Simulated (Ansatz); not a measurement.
Input file:

```yaml
crystal:
  periodic: [false, false, false]
  atoms:
    - {symbol: Cu, position_ang: [0.000000, 0.000000, 4.281500]}
    - {symbol: N, position_ang: [0.000000, 0.000000, -1.596500]}
    - {symbol: N, position_ang: [0.000000, 0.000000, -2.685000]}
basis:
  gaussian: {orbitals: def2-SVP}
total_charge: 1
magnetization: {spin_polarized: true, initial_magnetization: 2}
hamiltonian: {xc: hf}
output: {orbitals: {seedname: orbitals}}
```

```sh
$ ansatz run in.yaml --threads 1 --pin off --events-out ev --progress --plain --max-ram 4096MiB --backend cpu
```

(1) Roughly how long does this take on 1 thread of AMD EPYC 7R13, shared host, and how much host memory?

```
630 factors; integrals over basis functions are off by at most 1.1e-3 eV
mean field evaluation 1: about -47526.7216 eV, gradient 5.7e1 eV
mean field evaluation 2: about -47526.8952 eV, gradient 5.7e1 eV
mean field evaluation 4: about -47534.5661 eV, gradient 2.6e1 eV
mean field evaluation 8: about -47537.1612 eV, gradient 3.9e-1 eV
mean field evaluation 16: about -47538.4037 eV, gradient 9.4e0 eV
mean field evaluation 32: about -47545.3925 eV, gradient 8.6e-6 eV
mean field evaluation 64: about -47545.3924 eV, gradient 3.1e-3 eV
mean field evaluation 96: about -47545.3918 eV, gradient 7.5e-3 eV
mean field evaluation 128: about -47538.3636 eV, gradient 2.1e1 eV
mean field evaluation 160: about -47545.3925 eV, gradient 4.9e-4 eV
mean field evaluation 192: about -47545.3916 eV, gradient 1.6e-1 eV
mean field evaluation 224: about -47539.6107 eV, gradient 2.6e0 eV
mean field evaluation 256: about -47545.3924 eV, gradient 3.6e-3 eV
mean field evaluation 288: about -47537.2032 eV, gradient 2.9e-1 eV
mean field evaluation 320: about -47537.8234 eV, gradient 3.2e-4 eV
mean field -47545.39253671 eV, -1747.2609482997 hartree, gradient 6.0e-6 eV, S^2 2.000518; 7 other end points of the search recorded, 0 dependent functions left out
reference -47545.39253671 eV, -1747.2609482997 hartree; 22, 20 occupied and 37, 39 virtual orbitals, 630 factors
Total energy: -47545.39253671 eV, -1747.2609482997 hartree
```

Results:

(1) 5.5 s wall and 0.19 GiB.
